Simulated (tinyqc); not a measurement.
Inside a calculation. Method: extended Hueckel theory, for BH3. One step of it, computed by the program tinyqc.

Task: Mulliken analysis. P = C n C^T; charge = valence electrons (H 1, B 3) minus the sum of (P S)_ii on the atom; overlap population = 2 sum P_ij S_ij between two atoms.

coefficients, order 1B 2s, 1B 2px, 1B 2py, 1B 2pz, 2H 1s, 3H 1s, 4H 1s:
$$\begin{pmatrix}
0.524121 & 0.000000 & -0.000019 & 0.010567 & 0.000000 & -0.000633 & 1.563191 \\
-0.000001 & 0.000000 & 0.395076 & 0.000000 & 0.000000 & 1.341534 & 0.000765 \\
0.000000 & 0.395048 & 0.000000 & 0.000000 & 1.341545 & 0.000000 & 0.000000 \\
0.000149 & 0.000000 & 0.000000 & 0.999924 & 0.000000 & 0.000008 & -0.020070 \\
0.279748 & 0.000000 & 0.588396 & -0.002806 & 0.000000 & -1.050868 & -0.822180 \\
0.279715 & 0.509589 & -0.294230 & -0.002807 & -0.910341 & 0.525946 & -0.821264 \\
0.279715 & -0.509589 & -0.294230 & -0.002807 & 0.910341 & 0.525946 & -0.821264
\end{pmatrix}$$

occupations: [2.000000, 2.000000, 2.000000, 0.000000, 0.000000, 0.000000, 0.000000]

overlap S, order 1B 2s, 1B 2px, 1B 2py, 1B 2pz, 2H 1s, 3H 1s, 4H 1s:
$$\begin{pmatrix}
1.000000 & 0.000000 & 0.000000 & 0.000000 & 0.503510 & 0.503452 & 0.503452 \\
0.000000 & 1.000000 & 0.000000 & 0.000000 & 0.541055 & -0.270482 & -0.270482 \\
0.000000 & 0.000000 & 1.000000 & 0.000000 & 0.000000 & 0.468555 & -0.468555 \\
0.000000 & 0.000000 & 0.000000 & 1.000000 & -0.006074 & -0.006073 & -0.006073 \\
0.503510 & 0.541055 & 0.000000 & -0.006074 & 1.000000 & 0.101561 & 0.101561 \\
0.503452 & -0.270482 & 0.468555 & -0.006073 & 0.101561 & 1.000000 & 0.101524 \\
0.503452 & -0.270482 & -0.468555 & -0.006073 & 0.101561 & 0.101524 & 1.000000
\end{pmatrix}$$

Give: charges; Overlap populations.

Result:

charges: 1B 0.6288, 2H -0.2096, 3H -0.2096, 4H -0.2096

Overlap populations:
```
pair      value
2-1    0.798373
3-1    0.798313
3-2   -0.038542
4-1    0.798313
4-2   -0.038542
4-3   -0.038526
```
